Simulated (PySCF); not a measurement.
C2H6S, SMILES CSC.

Coordinates come from a TPSSh-D3(BJ)/def2-TZVP optimisation.

Two levels are set side by side: TDDFT-PBE/def2-SVPD (PySCF) and TDDFT-M06-2X/def2-SVPD (PySCF). Vertical, same geometry. The lowest singlet is HOMO→LUMO 100 % with PBE and HOMO→LUMO 75 %, HOMO→LUMO+6 19 % with the other functional; states are paired by order. Differences are taken from unrounded values.

```
quantity                               TDDFT-M06-2X
-------------------------------------  ------------
lowest singlet excitation (eV)                 5.32
lowest triplet excitation (TDA) (eV)           5.02
first bright state (f over 0.05) (eV)          8.06
its oscillator strength                        0.08
```

Question: What does TDDFT-PBE give, and how far is it from TDDFT-M06-2X? (Estimate from the structure and the level; the computed values follow.)

Answer: 
| quantity | TDDFT-PBE | TDDFT-PBE minus TDDFT-M06-2X |
|---|---|---|
| lowest singlet excitation (eV) | 5.04 | -0.28 |
| lowest triplet excitation (TDA) (eV) | 4.66 | -0.36 |
| first bright state (f over 0.05) (eV) | 7.42 | -0.64 |
| its oscillator strength | 0.06 | -0.02 |

A lower first singlet is the usual sign of a functional without exact exchange. Differences between two approximate levels are no errors against the true value.

Rough cost on one machine, each run with all the roots and properties that it gave: TDDFT-M06-2X against TDDFT-PBE about 10 times.
